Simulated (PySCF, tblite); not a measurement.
# C₅H₅P: vibronic structure

Aim: compute the vibronic structure of C₅H₅P (`c1ccpcc1`).

Programs: tblite 0.8.0 and PySCF 2.14.0, with routines of our own; each step states its level. All values are computed. Atoms count from 0.

### 1 The system as given

11 atoms, charge 0, multiplicity 1; geometry from: force field or distance geometry start.

### 2 Geometry optimisation with GFN2-xTB

What the job is given:

```
{"job": {"kind": "relax", "xc": "GFN2-xTB", "basis": "xTB"}, "charge": 0, "multiplicity": 1}
C     -0.025800     1.073200    -0.054700
C     -1.239400     0.426000    -0.031700
C     -1.384300    -0.947300     0.047500
P      0.070900    -1.901000     0.081900
C      1.451800    -0.853100     0.046500
C      1.198500     0.500400    -0.028900
H     -0.080300     2.175700    -0.110500
H     -2.146700     1.015100    -0.045900
H     -2.369200    -1.421400     0.068400
H      2.461700    -1.229300     0.061500
H      2.068300     1.164300    -0.060200
```

Launch:

```bash
OMP_NUM_THREADS=1 python excited_run.py task.json out
```

One launch serves the whole session: the jobs run in the order shown.

What it wrote:

```text
step      E/eV     max force
  0    -427.62856    2.224
  1    -427.75785    1.297
  2    -427.82366    0.662
  3    -427.88659    0.587
  4    -427.90424    0.370
  5    -427.92385    0.324
  6    -427.93131    0.204
  7    -427.93534    0.122
  8    -427.93651    0.104
  9    -427.93726    0.080
 10    -427.93775    0.058
 11    -427.93799    0.033
 12    -427.93808    0.028
 13    -427.93813    0.024
 14    -427.93816    0.015
 15    -427.93817    0.007
```

Wall time 0.06 s (1 thread of Intel Xeon Platinum 8488C, shared host).

Along the way:

```csv
step,energy from step 0 (eV),largest force (eV/Å)
0,0.0000,2.2239
1,-0.1293,1.2969
2,-0.1951,0.6618
3,-0.2580,0.5874
4,-0.2757,0.3696
5,-0.2953,0.3239
6,-0.3028,0.2036
7,-0.3068,0.1223
8,-0.3080,0.1037
9,-0.3087,0.0798
10,-0.3092,0.0584
11,-0.3094,0.0329
12,-0.3095,0.0282
13,-0.3096,0.0242
14,-0.3096,0.0149
15,-0.3096,0.0073
```

Close pairs (by a distance rule), those that changed most:

```csv
bond,before (Å),after (Å),change (Å)
C0–C5,1.352,1.386,+0.034
C0–H6,1.105,1.081,-0.025
C5–H10,1.095,1.083,-0.012
C0–C1,1.376,1.386,+0.011
C2–H8,1.093,1.083,-0.010
C2–P3,1.740,1.734,-0.006
C4–H9,1.078,1.083,+0.006
C1–C2,1.383,1.379,-0.004
```

The final coordinates are the input of the step that follows.

### 3 Harmonic vibrations with GFN2-xTB

What the job is given:

```
{"job": {"kind": "ir", "xc": "GFN2-xTB", "basis": "xTB"}, "charge": 0, "multiplicity": 1}
C     -0.040792     1.143265    -0.059314
C     -1.231235     0.433938    -0.023260
C     -1.293785    -0.941906     0.043021
P      0.073302    -2.008064     0.093889
C      1.359496    -0.846078     0.039498
C      1.197716     0.521519    -0.028027
H     -0.079867     2.221954    -0.112895
H     -2.160058     0.990769    -0.048530
H     -2.269668    -1.412032     0.066520
H      2.366645    -1.244522     0.061094
H      2.083670     1.143828    -0.057960
```

What it wrote:

```text
mode    cm-1     km/mol
  1     246.6      0.31
  2     309.4      0.00
  3     435.1      1.02
  4     518.2      0.58
  5     572.4      3.43
  6     689.3     21.42
  7     812.0      2.80
  8     823.6      0.00
  9     833.1      1.83
 10     873.7      0.11
 11     880.1      0.02
 12     922.5      0.00
 13     930.7      0.00
 14    1056.2      2.40
 15    1138.7      1.14
 16    1204.5      0.01
 17    1211.8      0.28
 18    1284.4      1.96
 19    1377.7      0.10
 20    1386.5      0.02
 21    1513.4      0.92
 22    1561.4      5.52
 23    3033.7      4.11
 24    3035.9     22.92
 25    3045.6     23.12
 26    3047.3     67.20
 27    3079.0     50.11
```

It took 0.21 s on 1 thread of Intel Xeon Platinum 8488C, shared host.

Which atoms move in the most intense modes:

```csv
cm⁻¹,km/mol,atoms
572,3.4,"C0 21 %, C1 15 %, C5 15 %, C2 14 %"
689,21.4,"H6 23 %, H9 20 %, H8 20 %, H10 12 %"
1561,5.5,"C5 30 %, C1 30 %, C4 12 %, C2 12 %"
3034,4.1,"H8 52 %, H7 27 %, H9 10 %"
3036,22.9,"H9 48 %, H10 30 %"
3046,23.1,"H7 50 %, H8 32 %"
3047,67.2,"H10 54 %, H9 30 %"
3079,50.1,H6 87 %
```

### 4 Vibronic structure: TDDFT PBE/6-31+G*

Settings changed since step 3:

```diff
@@ -1,2 +1,2 @@
-{"job": {"kind": "ir", "xc": "GFN2-xTB", "basis": "xTB"}, "charge": 0, "multiplicity": 1}
+{"job": {"kind": "vib", "xc": "PBE", "basis": "6-31+G*", "tda": false}, "charge": 0, "multiplicity": 1}
 C     -0.040792     1.143265    -0.059314
```

With the program's defaults for keys left out, this is: TDDFT PBE/6-31+G* vertical-gradient vibronic structure (displaced harmonic oscillators, Condon), gas phase.

What it wrote:

```text
final grid: 44672 points
cycle   1  E = -534.3723992358  dE =  7.817e-01  |g| = 5.032e-01  |ddm| = 4.947e+00
cycle   2  E = -534.1674351704  dE =  2.050e-01  |g| = 9.482e-01  |ddm| = 3.330e+00
cycle   3  E = -534.4373691187  dE = -2.699e-01  |g| = 1.497e-01  |ddm| = 2.656e+00
cycle   4  E = -534.4458331397  dE = -8.464e-03  |g| = 6.443e-02  |ddm| = 7.251e-01
cycle   5  E = -534.4470147723  dE = -1.182e-03  |g| = 2.735e-02  |ddm| = 1.631e-01
cycle   6  E = -534.4472143628  dE = -1.996e-04  |g| = 6.476e-03  |ddm| = 6.048e-02
cycle   7  E = -534.4472253971  dE = -1.103e-05  |g| = 1.266e-03  |ddm| = 1.964e-02
cycle   8  E = -534.4472257575  dE = -3.604e-07  |g| = 5.136e-04  |ddm| = 1.932e-03
cycle   9  E = -534.4472258314  dE = -7.391e-08  |g| = 3.878e-05  |ddm| = 9.385e-04
cycle  10  E = -534.4472258314  dE = -2.979e-11  |g| = 4.065e-05  |ddm| = 2.049e-04
cycle  11  E = -534.4472258317  dE = -3.577e-10  |g| = 2.362e-05  |ddm| = 1.161e-04
converged SCF energy = -534.4472258317

Singlet excitations (eV, f): 4.665 (0.0189)  4.704 (0.0003)  4.911 (0.0000)  5.136 (0.1352)  5.726 (0.0000)  5.911 (0.0043)

State S1  4.6647 eV  f = 0.01891  H-1->L 0.98
  relaxed dipole 0.053 D, largest gradient of the excitation energy 0.0496 Eh/bohr
  mode    cm-1        S   lambda/meV  Raman
    3    435.1    3.6191     195.3   0.646
   11    880.1    1.3702     149.5   1.000
   17   1211.8    0.1331      20.0   0.184
   19   1377.7    0.0713      12.2   0.128
   14   1056.2    0.0574       7.5   0.060
    7    812.0    0.0656       6.6   0.041
   22   1561.4    0.0110       2.1   0.025
  reorganisation energy 0.3948 eV, total S 5.333, 0-0 4.2699 eV
  absorption maximum 4.594 eV, width 0.402 eV

State S4  5.1363 eV  f = 0.13524  H->L 0.87, H-2->L+1 0.09
  relaxed dipole 2.500 D, largest gradient of the excitation energy 0.0503 Eh/bohr
  mode    cm-1        S   lambda/meV  Raman
    7    812.0    0.8373      84.3   0.741
   22   1561.4    0.3055      59.1   1.000
   11    880.1    0.3097      33.8   0.322
   19   1377.7    0.0553       9.5   0.141
   14   1056.2    0.0384       5.0   0.058
   17   1211.8    0.0325       4.9   0.064
  reorganisation energy 0.1972 eV, total S 1.582, 0-0 4.9391 eV
  absorption maximum 5.043 eV, width 0.324 eV

State T1  3.3586 eV  f = 0.00000  H->L 0.96
  relaxed dipole 2.171 D, largest gradient of the excitation energy 0.0621 Eh/bohr
  mode    cm-1        S   lambda/meV  Raman
   22   1561.4    0.6539     126.6   1.000
    7    812.0    1.1035     111.1   0.456
   11    880.1    0.4185      45.7   0.203
   19   1377.7    0.1276      21.8   0.152
   17   1211.8    0.0949      14.3   0.087
   14   1056.2    0.0185       2.4   0.013
  reorganisation energy 0.3224 eV, total S 2.420, 0-0 3.0362 eV
  absorption maximum 3.236 eV, width 0.506 eV
```

It took 17 s on 1 thread of Intel Xeon Platinum 8488C, shared host; peak memory 0.66 GiB.

### 5 Results

```
                                                                                   quantity                     value
                                                  strongest single infrared mode (GFN2-xTB)      3047 cm⁻¹, 67 km/mol
                                                               zero-point energy (GFN2-xTB)             51.2 kcal/mol
S1: vertical, reorganisation, 0-0, total S (step 4, TDDFT PBE/6-31+G*, modes from GFN2-xTB)  4.66, 0.39, 4.27 eV; 5.3
S4: vertical, reorganisation, 0-0, total S (step 4, TDDFT PBE/6-31+G*, modes from GFN2-xTB)  5.14, 0.20, 4.94 eV; 1.6
  T1: vertical, reorganisation, 0-0, total S (step 4, TDA PBE/6-31+G*, modes from GFN2-xTB)  3.36, 0.32, 3.04 eV; 2.4
```

**Reading.** No mode is imaginary among the 27: a minimum at this level. GFN2-xTB is a fitted tight-binding method: band positions and strengths are rough. Its intensities can rank the bands wrongly. Some states lie very close; unless symmetry makes them partners, their order is unsure. The vibronic model keeps the ground-state modes (from xTB) and shifts them along the gradient alone, so it can miss much of the relaxation that a full optimisation finds.
